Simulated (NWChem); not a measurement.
**Two attempts at SiH2F2 (SiF2H2)**

Aim: a single-point energy of SiH2F2 (SiF2H2) at CISD/pc-0.

Program for the calculation: NWChem 7.3.0.

2 further runs of the same task are left out: 1 that didn't finish, 1 set aside as unsound or not needed.

**1. The system as given**

SiH2F2: 5 atoms, total charge 0, spin state singlet. SMILES: `[H][Si]([H])(F)F`. The shape is that of a GFN2-xTB optimisation.

Bond lengths: Si1–F2 1.594 Å, Si1–F3 1.594 Å, Si1–H4 1.442 Å, Si1–H5 1.443 Å. Angles: F2–Si1–F3 103.0°, F2–Si1–H4 107.9°, F2–Si1–H5 107.9°, F3–Si1–H4 107.9°, F3–Si1–H5 108.0°, H4–Si1–H5 120.8°.

**2. Try one**

m1.nw reads:

```
start m1
title "SiF2H2"
memory total 2200 mb

geometry units angstrom noautosym nocenter noautoz
Si   -0.091360    0.000560   -0.064290
F     0.009240   -0.018840    1.526500
F     1.436020    0.010630   -0.519740
H    -0.680140    1.257800   -0.455540
H    -0.673740   -1.250150   -0.486920
end

basis spherical bse
* library pc-0
end

scf
thresh 1e-07
maxiter 50
noprint "final vectors analysis"
end

tce
scf
cisd
freeze core 17
maxiter 100
end

task tce energy
```

Run with:

```console
$ nwchem m1.nw > m1.out
```

Log:

```text
[...]
  functions       =    35
[...]
  wavefunction    = RHF
[...]
         Total SCF energy =   -488.232807092227
      One-electron energy =   -916.204847710369
      Two-electron energy =    308.895333526670
 Nuclear repulsion energy =    119.076707091472
        Time for solution =      0.8s
[...]
         Wavefunction type : Restricted Hartree-Fock
          No. of electrons :    34
[...]
         Spin multiplicity : singlet
[...]
```

Wall time 1.9 s (1 thread of AMD EPYC 7B13 (Zen 3), shared host); peak memory 0.11 GiB.

**3. Reading the log**

It ran to the end. The result can't be trusted all the same.

Cause: froze too many. To mend it: frozen core orbitals 7 in place of 17.

**4. Second attempt**

m1.nw reads:

```
start m1
title "F2H2Si energy"
memory stack 880 mb heap 220 mb global 1100 mb
geometry noautosym nocenter noautoz
 Si   -0.091360    0.000560   -0.064290
 F     0.009240   -0.018840    1.526500
 F     1.436020    0.010630   -0.519740
 H    -0.680140    1.257800   -0.455540
 H    -0.673740   -1.250150   -0.486920
end
basis "ao basis" spherical bse
 * library pc-0
end
scf
 thresh 1e-07
 maxiter 60
 print medium
end
tce
 scf
 cisd
 freeze core 7
 maxiter 100
end
task tce energy
```

Run with:

```console
$ nwchem m1.nw > m1.out
```

Log:

```text
[...]
  functions       =    35
[...]
  wavefunction    = RHF
[...]
         Total SCF energy =   -488.232807092227
      One-electron energy =   -916.204847710369
      Two-electron energy =    308.895333526670
 Nuclear repulsion energy =    119.076707091472
        Time for solution =      0.7s
[...]
         Wavefunction type : Restricted Hartree-Fock
          No. of electrons :    34
[...]
         Spin multiplicity : singlet
[...]
```

It took 2.1 s on 1 thread of AMD EPYC 7B13 (Zen 3), shared host; peak memory 0.12 GiB.

**5. Outcome**

Level: CISD/pc-0.

```
                                   quantity          value
                               total energy  -488.46630 Eh
        HOMO energy (Hartree–Fock orbitals)      -14.04 eV
        LUMO energy (Hartree–Fock orbitals)        4.85 eV
      HOMO–LUMO gap (Hartree–Fock orbitals)       18.89 eV
correlation energy (7 core orbitals frozen)     -233.5 mEh
```

What this shows: The first attempt's energy was +6.354 eV off this one. Mulliken charges run from -0.52 on F2 to +1.28 on Si1; they depend strongly on the basis.
